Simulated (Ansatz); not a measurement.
in.yaml

```yaml
crystal:
  periodic: [false, false, false]
  atoms:
    - {symbol: N, position_ang: [0.002322, -0.252578, 1.022460]}
    - {symbol: Si, position_ang: [0.001439, -0.056443, -0.546956]}
    - {symbol: N, position_ang: [0.049474, -0.096675, -2.219899]}
    - {symbol: H, position_ang: [-0.053234, 0.405696, 1.744395]}
basis:
  gaussian: {orbitals: cc-pVDZ}
magnetization: {spin_polarized: false, initial_magnetization: 1}
correlation: {method: ccsdt_q, electrons: outside_noble_gas}
```

```sh
$ ansatz run in.yaml --threads 1 --pin off --events-out ev --progress --plain --max-ram 2393MiB
```

Output:

```
943 factors; integrals over basis functions are off by at most 2.0e-7 eV
mean field evaluation 1: about -10834.0242 eV, gradient 3.5e1 eV
mean field evaluation 2: about -10834.0282 eV, gradient 3.5e1 eV
mean field evaluation 4: about -10837.2088 eV, gradient 3.1e0 eV
mean field evaluation 8: about -10837.2607 eV, gradient 2.7e-1 eV
mean field evaluation 16: about -10835.7659 eV, gradient 2.4e1 eV
mean field evaluation 32: about -10837.2620 eV, gradient 1.6e-3 eV
mean field evaluation 64: about -10837.1105 eV, gradient 5.4e-1 eV
mean field evaluation 96: about -10835.4855 eV, gradient 1.1e0 eV
mean field evaluation 128: about -10835.6606 eV, gradient 3.4e0 eV
mean field evaluation 160: about -10833.3024 eV, gradient 1.9e1 eV
...
mean field -10837.26197926 eV, -398.2620319779 hartree, gradient 2.3e-6 eV, S^2 0.750000; 9 other end points of the search recorded, 0 dependent functions left out
...
determinant -10837.26197926 eV, -398.2620319779 hartree, with singles and doubles -10848.61339772 eV, -398.6791889119 hartree
determinant -10837.11400038 eV, -398.2565938544 hartree, with singles and doubles -10848.39109414 eV, -398.6710194061 hartree
determinant -10837.26197926 eV, -398.2620319779 hartree, with singles and doubles -10848.63194656 eV, -398.6798705691 hartree
determinant -10837.11400038 eV, -398.2565938544 hartree, with singles and doubles -10848.40426701 eV, -398.6715035002 hartree
...
7 core orbitals not correlated: weight in the atoms' cores, before any rotation towards them, 1.000 or more for the frozen orbitals, at most 0.000 for the correlated occupied ones
reference -10837.26197926 eV, -398.2620319779 hartree; 8, 7 occupied and 36, 37 virtual orbitals, 943 factors
second order -10.75178224 eV of doubles, -0.06083549 eV of singles
...
cycle  24  -11.98167771 eV  change   -1.5e-5 eV  update   3.7e-5
cycle  25  -11.98172446 eV  change   -4.7e-5 eV  update   2.9e-5
cycle  26  -11.98174055 eV  change   -1.6e-5 eV  update   1.9e-5
cycle  27  -11.98173286 eV  change    7.7e-6 eV  update   1.4e-5
cycle  28  -11.98172869 eV  change    4.2e-6 eV  update   9.5e-6
cycle  29  -11.98171670 eV  change    1.2e-5 eV  update   7.2e-6
cycle  30  -11.98171562 eV  change    1.1e-6 eV  update   5.2e-6
cycle  31  -11.98172006 eV  change   -4.4e-6 eV  update   3.5e-6
cycle  32  -11.98172114 eV  change   -1.1e-6 eV  update   2.2e-6
cycle  33  -11.98172180 eV  change   -6.6e-7 eV  update   1.6e-6
perturbative correction -0.07422831 eV, -0.0027278400 hartree
Total energy: -10849.31792937 eV, -398.7050799725 hartree
```

The T1 diagnostic is 0.049.

Ran on 1 thread of Arm Neoverse V2, shared host: 4.9 min wall, 1.2 GiB peak host memory.
